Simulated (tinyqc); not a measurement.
Extended Hueckel theory, for NH3, step by step. One step of it, computed by the program tinyqc.

Question. Mulliken analysis. P = C n C^T; charge = valence electrons (H 1, N 5) minus the sum of (P S)_ii on the atom; overlap population = 2 sum P_ij S_ij between two atoms.

coefficients:
```
,MO1,MO2,MO3,MO4,MO5,MO6,MO7
1N 2s,0.865093,0.000071,0.000000,0.179686,0.000000,-0.000124,1.158957
1N 2px,0.000007,0.644686,0.000000,-0.000047,0.000000,1.003742,0.000005
1N 2py,0.000000,0.000000,0.644875,0.000000,1.003311,0.000000,0.000000
1N 2pz,0.023664,0.000032,0.000000,0.936770,0.000000,0.000043,-0.541446
2H 1s,0.088987,0.446298,0.000000,-0.096439,0.000000,-0.990980,-0.729405
3H 1s,0.088955,-0.223254,0.386542,-0.096358,-0.858271,0.495711,-0.728831
4H 1s,0.088955,-0.223254,-0.386542,-0.096358,0.858271,0.495711,-0.728831
```

occupations: 2.000000  2.000000  2.000000  2.000000  0.000000  0.000000  0.000000

overlap S, lower triangle:
```
,1N 2s,1N 2px,1N 2py,1N 2pz,2H 1s,3H 1s,4H 1s
1N 2s,1.000000
1N 2px,0.000000,1.000000
1N 2py,0.000000,0.000000,1.000000
1N 2pz,0.000000,0.000000,0.000000,1.000000
2H 1s,0.477132,0.398838,0.000000,-0.186268,1.000000
3H 1s,0.477027,-0.199573,0.345266,-0.186211,0.197108,1.000000
4H 1s,0.477027,-0.199573,-0.345266,-0.186211,0.197108,0.197277,1.000000
```

Give: charges; Overlap populations.

Answer.

charges: 1N -0.938, 2H 0.313, 3H 0.313, 4H 0.313

Overlap populations:
```
pair,value
2-1,0.638667
3-1,0.638593
3-2,-0.064990
4-1,0.638593
4-2,-0.064990
4-3,-0.065003
```
